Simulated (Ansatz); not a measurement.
AlMe2H (C2H7Al), relaxed as a singlet with RKS r2SCAN-D4/def2-TZVP in Ansatz, starting from the GFN2-xTB geometry. Force threshold 0.02 eV/Å.

Start:

```xyz
10

Al    0.376    0.520    0.093
C    -0.854    0.055    1.587
C     0.593   -0.412   -1.651
H    -0.642   -0.928    2.025
H    -1.908    0.029    1.287
H    -0.778    0.783    2.404
H    -0.303   -0.363   -2.282
H     0.826   -1.478   -1.544
H     1.409    0.031   -2.235
H     1.280    1.764    0.316
```

| step | energy (eV) | largest force component (eV/Å) | SCF passes |
| --- | --- | --- | --- |
| 1 | -8784.0096 | 0.583 | 16 |
| 2 | -8784.0594 | 0.331 | 18 |
| 3 | -8784.0703 | 0.083 | 18 |
| 4 | -8784.0724 | 0.032 | 18 |
| 5 | -8784.0726 | 0.015 | 19 |

Force components are those of the run's own axes.

End:

```xyz
10

Al    0.443    0.610    0.110
C    -0.812    0.043    1.497
C     0.556   -0.399   -1.559
H    -0.560   -0.960    1.862
H    -1.831   -0.034    1.101
H    -0.841    0.708    2.362
H    -0.387   -0.330   -2.116
H     0.711   -1.467   -1.370
H     1.352   -0.060   -2.225
H     1.367    1.890    0.338
```

By distances, no bond broke or formed. The bond that changes most is Al1–H10, from 1.55 to 1.60 Å (atoms count from 1).

No frequencies were taken in this run, so the end may be a saddle point.

Run time 11 s (2 threads of Arm Neoverse V1 on a shared host).
